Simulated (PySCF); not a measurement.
**Worked example: entropy of an ideal gas**

NaCl, SMILES [Na][Cl].

The structure is a stationary point at B3LYP-D3(BJ)/def2-TZVPD.

B3LYP-D3(BJ)/def2-TZVPD run with PySCF 2.14.0 gives the harmonic wavenumbers 357 cm⁻¹ and the rotational temperature 0.3100 K. The molar mass is 58.44 g/mol, the symmetry number 1, the spin multiplicity 1.

Problem. Work out the entropy at 298.15 K and 1 atm in the rigid-rotor, harmonic-oscillator model.

Solution. 
Translation (Sackur–Tetrode at 1 atm): S = R[1.5 ln M + 2.5 ln T − 1.16487] = 159.5 J/(mol K).
Rotation: q = T/(σ θ) = 962, S = R[ln q + 1] = 65.4 J/(mol K).
Vibration: with u = 1.4388 ν/T, each mode gives R[u/(e^u − 1) − ln(1 − e^−u)]:
| ν (cm⁻¹) | modes | u | S (J/(mol K)) |
|---|---|---|---|
| 357 | 1 | 1.72 | 4.75 |
These are all the modes. Sum 4.7 J/(mol K).
Spin: R ln 1 = 0.0 J/(mol K).
Total 229.7 J/(mol K); the program's own thermochemistry gives 229.6. Translation makes up 69 % and vibration 2 %. Anharmonicity, hindered rotation and orbital degeneracy are left out.
